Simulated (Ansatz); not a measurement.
hcp Tl: LDA at its full settings (plane-wave cutoff 520 eV, 18×18×10 k mesh (along the axes of the cell as run), Fermi–Dirac smearing 0.05 eV, scalar-relativistic PAW data made under PBE) and at cheaper ones, in a cell of 2 atoms with Γ-centred meshes.

```csv
level and setting,equilibrium lattice constant a (Å),c axis length (Å),bulk modulus B0 (GPa)
LDA (Ansatz),3.407,5.428,42.5
LDA (250 eV cutoff) (Ansatz),3.390,5.417,44.6
LDA (Γ point alone) (Ansatz),2.430,6.345,309
LDA (2×2×2 k mesh) (Ansatz),3.459,4.954,60.7
LDA (4×4×4 k mesh) (Ansatz),3.621,4.831,42.7
```

Largest shifts from the full settings: lattice constant a -29 % (LDA (Γ point alone)), against a difference of -1.45 % of the full result from the reference 3.457 Å (measured, 293 K, no zero-point or thermal correction; as tabulated in Wikipedia's data pages); lattice parameter c +16.9 % (LDA (Γ point alone)), against a difference of -1.76 % of the full result from the reference 5.525 Å (measured, 293 K, no zero-point or thermal correction; as tabulated in Wikipedia's data pages); bulk modulus +627 % (LDA (Γ point alone)), against a difference of +13.6 % of the full result from the reference 37.4 GPa (measured, copied from a table, unchecked, extrapolated to 0 K and zero-point effects removed; as tabulated in Lejaeghere et al. (2013), arXiv:1204.2733).

The full settings aren't shown to be converged themselves.

Ansatz's density-functional and Hartree–Fock values are scalar-relativistic unless marked +SOC, with PAW data made under PBE.

Run with cheap settings on purpose, which may leave them unconverged: LDA (250 eV cutoff), LDA (2×2×2 k mesh), LDA (4×4×4 k mesh), LDA (Γ point alone).

Ansatz is a program for electronic structure.
